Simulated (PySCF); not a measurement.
Molecule: SMILES N1CC1, C₂H₅N.

Atom-mapped SMILES (the numbers label the heavy atoms): `[CH2:1]1[CH2:2][NH:3]1` (H(Xn): hydrogen on atom n).

Spin–spin couplings on one PBE0-D3(BJ)/def2-SVP geometry, PySCF, gas phase, non-relativistic, equivalent pairs averaged; isotopes ¹³C, ¹H, ¹⁵N; functional B3LYP.

How do the couplings (Hz) change with the basis set? Times are CPU seconds on 1 thread of an Arm Neoverse V1, shared host. Far from the basis limit: 6-31G*, pcJ-0, 6-31G-J, def2-TZVP, cc-pVTZ.

Results:


| basis set | functions | ¹J(C1,H(C1)) | ¹J(N3,H(N3)) | ¹J(C1,C2) | ¹J(C1,N3) | ²J(N3,H(C1)) | ²J(C1,H(N3)) | ²J(C1,H(C2)) | core-s |
| --- | --- | --- | --- | --- | --- | --- | --- | --- | --- |
| 6-31G* | 52 | 175.5 | -59.9 | 31.1 | 3.9 | -3.4 | -2.7 | -2.1 | 2.8 |
| pcJ-0 | 54 | 150.1 | -42.2 | 12.9 | 12.5 | -3.6 | -2.5 | -2.6 | 2.6 |
| 6-31G-J | 56 | 181.4 | -56.1 | 21.1 | 13.4 | -4.6 | -3.3 | -2.7 | 2.8 |
| def2-TZVP | 123 | 168.2 | -55.0 | 20.3 | 10.7 | -3.8 | -3.1 | -2.0 | 6.8 |
| pcJ-1 | 131 | 175.9 | -58.4 | 22.7 | 9.1 | -4.1 | -3.3 | -2.0 | 8.6 |
| cc-pVTZ | 160 | 158.3 | -44.3 | 18.0 | 10.5 | -3.4 | -2.5 | -1.9 | 9.5 |
| aug-cc-pVTZ-J | 238 | 179.1 | -61.1 | 20.4 | 9.9 | -3.9 | -3.2 | -2.1 | 16 |
| pcJ-2 | 273 | 177.0 | -60.2 | 20.1 | 9.7 | -4.0 | -3.2 | -2.0 | 20 |

The Fermi-contact term samples the wavefunction at the nucleus, which is why sets with added tight s functions (names with J) are made for couplings.
